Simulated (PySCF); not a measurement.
Spectrum to structure. Method used: TDDFT PBE0/def2-SVPD, vertical, gas phase, core orbitals frozen in the response (PySCF). Geometries: GFN2-xTB, one conformer each.

```csv
state,E (eV),f
S1,7.16,0.161
S2,7.49,0.116
S3,7.57,0.0024
S4,7.70,0.020
S5,7.75,0.066
S6,8.04,0.0059
```

Task: Which candidate is it? All have the formula C4H4FN.
A. `F/C=C\[C@H]1C=N1`
B. `N#CC/C=C/F`
C. `[nH]1ccc(c1)F`

Result: B. Its S1, at 7.16 eV, is the highest among the candidates; the nearest of the others has S1 at 5.73 eV. S1 is HOMO→LUMO (55%), HOMO→LUMO+1 (35%). Löwdin shares by element: HOMO carbon 73% or more, fluorine 16%; LUMO carbon 67% or more, fluorine 7% (atoms not listed hold the other 25%). At the same level the other candidates give, for their lowest levels:
- `Fc1cc[nH]c1`: 5.73 eV (f 0.001); 6.47 eV (f 0.115); 6.53 eV (f 0.006); 6.58 eV (f 0.000); 6.87 eV (f 0.027); T1 4.36 eV; HOMO -6.35, LUMO 0.63 eV
- `F/C=C\[C@H]1C=N1`: 4.44 eV (f 0.018); 6.50 eV (f 0.051); 6.61 eV (f 0.112); 6.75 eV (f 0.371); 6.90 eV (f 0.016); T1 3.67 eV; HOMO -6.99, LUMO -1.04 eV

Shape of the structure used: `[N:1]#[C:2][CH2:3]/[CH:4]=[CH:5]/[F:6]`: C2–C3–C4–C5 -118°.
Triplets come from the Tamm–Dancoff approximation.
